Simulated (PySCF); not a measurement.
Gas-phase reaction: B₂O₂ + F + 4 H = BF(OH)₂ + BH₂

Energies from PySCF (xtb for GFN2), thermal terms from the rigid-rotor harmonic-oscillator model, ideal gas at 1 bar. S°(298 K) at PBE0/def2-TZVP differs from the NASA 1993 table for BH₂ (+14 J/mol/K); whether the harmonic model or the table's entry is off was not settled. † marks an energy on the PBE0/def2-TZVP geometry and frequencies; other levels use their own. MP2 and CCSD(T) freeze the core. 6-31G* has spherical d functions here. Open shells (unrestricted): F (multiplicity 2, electronic degeneracy 6), H (multiplicity 2), BH₂ (multiplicity 2); the rest are closed-shell singlets. GFN2 has no spin-polarisation term. Spin-orbit splitting is ignored; it lowers the true energy and changes the entropy of F. B3LYP is the form with VWN-RPA correlation. BF(OH)₂: computed as isolated molecules; such fragments, hydroxides, amides, oligomers or adducts are transient or little studied in the gas. MP2 isn't extrapolated to the basis-set limit; its ΔH°(298 K) is -1092.0 kJ in def2-SVP and -1175.6 kJ in def2-TZVPP. CCSD(T) isn't extrapolated to the basis-set limit; its ΔH°(298 K) is -1123.5 kJ in def2-SVP and -1206.6 kJ in def2-TZVPP. The harmonic model lacks anharmonicity and excited electronic states, which grow with temperature; levels with a mode under 35 cm⁻¹ are left out. Internal rotation in BF(OH)₂ is treated as a harmonic vibration of one conformer, which makes the entropy rough. Warning, large T1 diagnostic: B₂O₂ (CCSD(T)/def2-TZVPP†).

```json
[
 {"level": "B3LYP/6-31G*", "ΔE electronic, kJ": "-1263", "ΔH°(298 K), kJ": "-1186", "ΔS°(298 K), J/K": "-397", "ΔG°(1200 K), kJ": "-673"},
 {"level": "B3LYP/def2-TZVP†", "ΔE electronic, kJ": "-1285", "ΔH°(298 K), kJ": "-1208", "ΔS°(298 K), J/K": "-397", "ΔG°(1200 K), kJ": "-695"},
 {"level": "BLYP/def2-TZVP†", "ΔE electronic, kJ": "-1242", "ΔH°(298 K), kJ": "-1165", "ΔS°(298 K), J/K": "-397", "ΔG°(1200 K), kJ": "-651"},
 {"level": "CCSD(T)/def2-TZVPP†", "ΔE electronic, kJ": "-1284", "ΔH°(298 K), kJ": "-1207", "ΔS°(298 K), J/K": "-397", "ΔG°(1200 K), kJ": "-693"},
 {"level": "GFN2-xTB", "ΔE electronic, kJ": "-1307", "ΔH°(298 K), kJ": "-1236", "ΔS°(298 K), J/K": "-399", "ΔG°(1200 K), kJ": "-723"},
 {"level": "HF/def2-TZVP†", "ΔE electronic, kJ": "-1072", "ΔH°(298 K), kJ": "-995", "ΔS°(298 K), J/K": "-397", "ΔG°(1200 K), kJ": "-481"},
 {"level": "M06-2X/def2-TZVP†", "ΔE electronic, kJ": "-1318", "ΔH°(298 K), kJ": "-1241", "ΔS°(298 K), J/K": "-397", "ΔG°(1200 K), kJ": "-728"},
 {"level": "MP2/def2-SVP†", "ΔE electronic, kJ": "-1169", "ΔH°(298 K), kJ": "-1092", "ΔS°(298 K), J/K": "-397", "ΔG°(1200 K), kJ": "-579"},
 {"level": "PBE0/def2-SVP†", "ΔE electronic, kJ": "-1266", "ΔH°(298 K), kJ": "-1189", "ΔS°(298 K), J/K": "-397", "ΔG°(1200 K), kJ": "-676"},
 {"level": "ωB97M-V/def2-TZVP†", "ΔE electronic, kJ": "-1288", "ΔH°(298 K), kJ": "-1211", "ΔS°(298 K), J/K": "-397", "ΔG°(1200 K), kJ": "-697"},
 {"level": "ωB97X-V/def2-TZVP†", "ΔE electronic, kJ": "-1292", "ΔH°(298 K), kJ": "-1215", "ΔS°(298 K), J/K": "-397", "ΔG°(1200 K), kJ": "-701"}
]
```
ΔH° is lowest at M06-2X/def2-TZVP† and highest at HF/def2-TZVP†. No reference value is set beside these.
